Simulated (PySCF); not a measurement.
## Atomic charges against the basis set

CH8BN.
Bonds: C1–B2, B2–N3. Hydrogens: H4, H5, H6 on C1; H7, H8 on B2; H9, H10, H11 on N3.

PBE0 throughout (PySCF), one geometry, spherical d and f functions. Isolated species at its PBE0-D3(BJ)/def2-SVP geometry, gas phase. Atoms taken as equivalent share a column and are averaged.

Mulliken charges (e):

| basis | functions | C1 | B2 | N3 | H4/H5/H6 | H7/H8 | H9/H10/H11 |
| --- | --- | --- | --- | --- | --- | --- | --- |
| STO-3G | 23 | -0.325 | +0.061 | -0.408 | +0.040 | -0.115 | +0.261 |
| 6-31G | 43 | -0.635 | +0.202 | -0.858 | +0.126 | -0.098 | +0.369 |
| pcSseg-0 | 43 | -0.959 | +0.139 | -0.800 | +0.194 | -0.019 | +0.359 |
| 6-31G* | 58 | -0.636 | +0.082 | -0.858 | +0.138 | -0.083 | +0.388 |
| cc-pVDZ | 82 | -0.142 | -0.184 | +0.065 | +0.014 | -0.089 | +0.133 |
| def2-SVP | 82 | -0.178 | -0.159 | -0.022 | +0.019 | -0.083 | +0.156 |
| 6-311+G(2d,p) | 129 | -0.600 | +0.005 | -0.596 | +0.125 | -0.055 | +0.308 |
| aug-cc-pVDZ | 141 | +0.598 | -1.038 | -0.025 | -0.291 | +0.588 | +0.054 |
| def2-TZVP | 141 | -0.458 | -0.211 | -0.421 | +0.104 | -0.035 | +0.283 |
| IGLO-III | 185 | -0.481 | +0.054 | -0.556 | +0.087 | -0.089 | +0.300 |
| cc-pVTZ | 202 | -0.405 | -0.216 | -0.013 | +0.078 | -0.039 | +0.159 |

IAO charges (e):

```csv
basis,functions,C1,B2,N3,H4/H5/H6,H7/H8,H9/H10/H11
STO-3G,23,-0.518,-0.154,-0.368,+0.108,-0.046,+0.269
6-31G,43,-0.558,-0.186,-0.440,+0.124,-0.040,+0.297
pcSseg-0,43,-0.549,-0.204,-0.410,+0.123,-0.040,+0.291
6-31G*,58,-0.541,-0.176,-0.423,+0.119,-0.045,+0.291
cc-pVDZ,82,-0.540,-0.196,-0.415,+0.119,-0.040,+0.291
def2-SVP,82,-0.529,-0.194,-0.405,+0.116,-0.043,+0.289
"6-311+G(2d,p)",129,-0.561,-0.195,-0.438,+0.126,-0.039,+0.298
aug-cc-pVDZ,141,-0.557,-0.196,-0.433,+0.125,-0.039,+0.297
def2-TZVP,141,-0.561,-0.193,-0.438,+0.126,-0.039,+0.298
IGLO-III,185,-0.562,-0.194,-0.440,+0.126,-0.039,+0.298
cc-pVTZ,202,-0.561,-0.195,-0.438,+0.126,-0.039,+0.298
```

Some averages cover members that differ in this geometry, most widely: H4/H5/H6, Mulliken in aug-cc-pVDZ -0.339 to -0.266; H9/H10/H11, Mulliken in aug-cc-pVDZ +0.012 to +0.077; H4/H5/H6, Mulliken in 6-31G +0.110 to +0.159; H4/H5/H6, Mulliken in 6-31G* +0.122 to +0.170 e.

Which scheme is steadiest as the basis changes?

Largest range over the bases for any column: IAO 0.07 e, Mulliken 1.56 e. IAO charges move least and Mulliken charges most, counted in e. Without the minimal STO-3G basis the ranges are IAO 0.03, Mulliken 1.56 e.

How much do the charges still move between the two largest bases, IGLO-III and cc-pVTZ?

At most, over all atoms: Mulliken 0.543 e, IAO 0.002 e.

What do the same runs give for the total energy, the frontier levels and the dipole moment?

| basis | energy (Eh) | HOMO (eV) | LUMO (eV) | μ (D) |
| --- | --- | --- | --- | --- |
| STO-3G | -120.8788 | -5.26 | 8.00 | 5.84 |
| 6-31G | -122.3422 | -7.00 | 1.17 | 5.49 |
| pcSseg-0 | -122.1011 | -7.26 | 0.76 | 5.62 |
| 6-31G* | -122.3670 | -7.07 | 1.27 | 5.33 |
| cc-pVDZ | -122.3807 | -7.18 | 0.68 | 5.29 |
| def2-SVP | -122.2889 | -7.19 | 0.66 | 5.36 |
| 6-311+G(2d,p) | -122.4167 | -7.37 | -0.57 | 5.10 |
| aug-cc-pVDZ | -122.3913 | -7.35 | -0.76 | 5.03 |
| def2-TZVP | -122.4241 | -7.35 | 0.06 | 5.14 |
| IGLO-III | -122.4312 | -7.37 | -0.24 | 5.07 |
| cc-pVTZ | -122.4242 | -7.35 | 0.14 | 5.12 |

The dipole is fixed by the density alone, so its range of 0.81 D shows that the density itself changes with the basis, not only its division among atoms.
